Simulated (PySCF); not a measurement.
**Nonlinear optical response: 5-methylisoxazole (SMILES o1c(C)ccn1)**

Molfile (atoms numbered from 1):
```
C4H5NO
     RDKit          3D

 11 11  0  0  0  0  0  0  0  0999 V2000
   -1.7012   -0.0651   -0.2477 C   0  0  0  0  0  0  0  0  0  0  0  0
   -0.2411   -0.1439   -0.0346 C   0  0  0  0  0  0  0  0  0  0  0  0
    0.7408    0.7849    0.0835 C   0  0  0  0  0  0  0  0  0  0  0  0
    1.9080    0.0081    0.2716 C   0  0  0  0  0  0  0  0  0  0  0  0
    1.6510   -1.2678    0.2671 N   0  0  0  0  0  0  0  0  0  0  0  0
    0.2919   -1.3670    0.0745 O   0  0  0  0  0  0  0  0  0  0  0  0
   -2.0143    0.9758   -0.3130 H   0  0  0  0  0  0  0  0  0  0  0  0
   -2.2388   -0.5416    0.5754 H   0  0  0  0  0  0  0  0  0  0  0  0
   -1.9865   -0.5758   -1.1703 H   0  0  0  0  0  0  0  0  0  0  0  0
    0.6445    1.8565    0.0440 H   0  0  0  0  0  0  0  0  0  0  0  0
    2.9282    0.3357    0.4101 H   0  0  0  0  0  0  0  0  0  0  0  0
  1  2  1  0
  2  3  2  0
  3  4  1  0
  4  5  2  0
  5  6  1  0
  6  2  1  0
  1  7  1  0
  1  8  1  0
  1  9  1  0
  3 10  1  0
  4 11  1  0
M  END
```

Level of theory: PySCF 2.14.0, quadratic response CAM-B3LYP/def2-TZVPD first hyperpolarisability, Taylor convention, gas phase. Geometry: PBE0-D3(BJ)/def2-TZVP.

Problem. What is the first hyperpolarisability, and how does it disperse?

Solution. In au, Taylor convention; the vector part is βᵢ = ⅓ Σⱼ (βᵢⱼⱼ + βⱼᵢⱼ + βⱼⱼᵢ); β∥ is 3/5 of the vector part along the dipole, the dipole points from − to +:
```csv
process,λ (nm),β vector norm,β∥,β HRS,depolarisation ratio
"static β(0;0,0)",∞,47.5,-3.4,26.3,2.72
"second harmonic β(−2ω;ω,ω)",1907,48.8,-2.8,27.4,2.65
"Pockels β(−ω;ω,0)",1907,47.9,-3.2,–,–
"second harmonic β(−2ω;ω,ω)",1064,51.9,-1.0,30.2,2.50
"Pockels β(−ω;ω,0)",1064,48.8,-2.7,–,–
```

Problem. Which lowest excitations, dipole and polarisabilities go with it?

Solution. S1 6.39 eV (f = 0.182); S2 6.68 eV (f = 0.007); S3 6.72 eV (f = 0.002); dipole 3.35 D; isotropic α 55.8 au static, 56.0 au at 1907 nm, 56.3 au at 1064 nm, 56.4 au at 953.5 nm, 57.9 au at 532 nm.
